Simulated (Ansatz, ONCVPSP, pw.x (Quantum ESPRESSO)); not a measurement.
**Equation-of-state test of one ONCV potential (copper (Cu))**

ONCVPSP 4.0.1.1 (patched build) input, shortened (lines: element, Z, core and valence counts, functional; n l f; lmax; l rc ep ncon nbas qcut; lloc lpopt rc5 dvloc0; l nproj debl; icmod fcfact rcfact), PBEsol, scalar-relativistic:

```
  Cu 29.00    5    2  -116133      upf
    1    0    2.00
    2    0    2.00
    2    1    6.00
    3    0    2.00
    3    1    6.00
    3    2   10.00
    4    0    1.00
    2
    0    2.25    0.00    4    7    3.70
    1    2.05    0.03    5   10    4.20
    2    1.40    0.00    3    7   11.60
    4    1    1.05   -1.00
    0    3    0.90
    1    1    3.20
    2    2    1.00
    0    0.00    0.00
```

Crystal test: fcc Cu in pw.x 7.5, no spin, 16³ k-points, Fermi–Dirac smearing 0.01 Ry, cutoffs 135/540 Ry. The reference is all-electron LAPW (Ansatz 0.2.0) with the same functional, mesh and smearing; V0 and B0 come from Birch–Murnaghan fits to the pressures at five volumes. Errors are pseudo minus all-electron; Δ is the rms difference of the E(V) curves that follow from these fits, minima aligned, over ±6 % about the mean V0. Mesh and smearing are coarse, so the numbers serve the comparison and aren't converged zero-temperature values; the lattice is a test structure that the element need not adopt.

All-electron: a0 = 3.564 Å (V0 = 11.32 Å³/atom), B0 = 167.7 GPa.

Q: How far does the potential miss the all-electron equation of state?

A: mean pressure error (GPa): +5.78; a0 (Å): 3.610; a0 error (%): +1.29; B0 error (%): +7.0; Δ (meV/atom): 15.2. This is a poor potential for the solid. The generator flags a localised state at positive energy (p at 31 eV). Atomic configuration tests: 2 of 4 tests not solved or not reliable.

```csv
V (Å³/atom),P all-electron (GPa),P pseudo (GPa)
10.789,9.10,13.73
11.073,3.92,10.08
11.357,-0.53,6.13
11.641,-4.36,1.87
11.925,-7.66,-2.43
```

Q: At the middle volume, how do free energy and pressure move when the wave cutoff is lowered (ecutrho kept at four times it)?

A:

| cutoff (Ry) | shift of F (meV/atom) | shift of P (GPa) |
| --- | --- | --- |
| 61 | +36255.2 | -1621.54 |
| 81 | +5578.7 | -471.82 |
| 108 | +127.4 | -22.73 |

Input at the middle volume:

```
&control
  calculation='scf', prefix='x', pseudo_dir='./', outdir='./tmp', tstress=.true., disk_io='none'
/
&system
  ibrav=0, nat=1, ntyp=1, ecutwfc=135, ecutrho=540, nbnd=13,
  occupations='smearing', smearing='fd', degauss=0.01
/
&electrons
  conv_thr=1e-09, mixing_beta=0.4, electron_maxstep=70
/
ATOMIC_SPECIES
Cu 1.0 Cu.UPF
CELL_PARAMETERS angstrom
  0.00000000 1.78406721 1.78406721
  1.78406721 0.00000000 1.78406721
  1.78406721 1.78406721 0.00000000
ATOMIC_POSITIONS crystal
Cu 0.0000 0.0000 0.0000
K_POINTS automatic
16 16 16 0 0 0
```

```bash
pw.x < Cu.scf.in > Cu.scf.out
```

Lines of the output:

```
Message from routine setup:
     using ibrav=0 with symmetry is DISCOURAGED, use correct ibrav instead
     lattice parameter (alat)  =       4.7679  a.u.
     unit-cell volume          =      76.6408 (a.u.)^3
     number of electrons       =        11.00
     number of Kohn-Sham states=           13
     kinetic-energy cutoff     =     135.0000  Ry
     charge density cutoff     =     540.0000  Ry
     scf convergence threshold =      1.0E-09
     Exchange-correlation= PBESOL
     number of k points=   145  Fermi-Dirac smearing, width (Ry)=  0.0100
     iteration #  1     ecut=   135.00 Ry     beta= 0.40
     total energy              =     -94.80889662 Ry
     estimated scf accuracy    <       0.36120598 Ry
     iteration #  2     ecut=   135.00 Ry     beta= 0.40
     total energy              =     -94.91114683 Ry
     estimated scf accuracy    <       0.08812710 Ry
     iteration #  3     ecut=   135.00 Ry     beta= 0.40
     total energy              =     -94.92400820 Ry
     estimated scf accuracy    <       0.00140481 Ry
     iteration #  4     ecut=   135.00 Ry     beta= 0.40
     c_bands:  1 eigenvalues not converged
     c_bands:  1 eigenvalues not converged
     c_bands:  1 eigenvalues not converged
     c_bands:  1 eigenvalues not converged
     total energy              =     -94.92424333 Ry
     estimated scf accuracy    <       0.00178309 Ry
     iteration #  5     ecut=   135.00 Ry     beta= 0.40
     total energy              =     -94.92445122 Ry
     estimated scf accuracy    <       0.00003683 Ry
     iteration #  6     ecut=   135.00 Ry     beta= 0.40
     total energy              =     -94.92445998 Ry
     estimated scf accuracy    <       0.00000158 Ry
     iteration #  7     ecut=   135.00 Ry     beta= 0.40
     total energy              =     -94.92446004 Ry
     estimated scf accuracy    <       0.00000077 Ry
     iteration #  8     ecut=   135.00 Ry     beta= 0.40
     total energy              =     -94.92446014 Ry
     estimated scf accuracy    <          1.3E-09 Ry
     iteration #  9     ecut=   135.00 Ry     beta= 0.40
     the Fermi energy is    13.5423 ev
!    total energy              =     -94.92446015 Ry
     estimated scf accuracy    <          5.2E-10 Ry
     smearing contrib. (-TS)   =      -0.00133887 Ry
     The total energy is F=E-TS. E is the sum of the following terms:
     one-electron contribution =     -23.12892680 Ry
     hartree contribution      =      25.70017914 Ry
     xc contribution           =     -15.21867631 Ry
     ewald contribution        =     -82.27569731 Ry
     convergence has been achieved in   9 iterations
          total   stress  (Ry/bohr**3)                   (kbar)     P=       61.34
     Message from routine punch:
     Nothing written, as per user request (disk_io='none')
```

The run at the middle volume (145 k-points, 9 iterations) took about 20 s on one core of a shared host (AMD EPYC 9R45 96-Core Processor, 96 threads, 376 GiB, load 36).
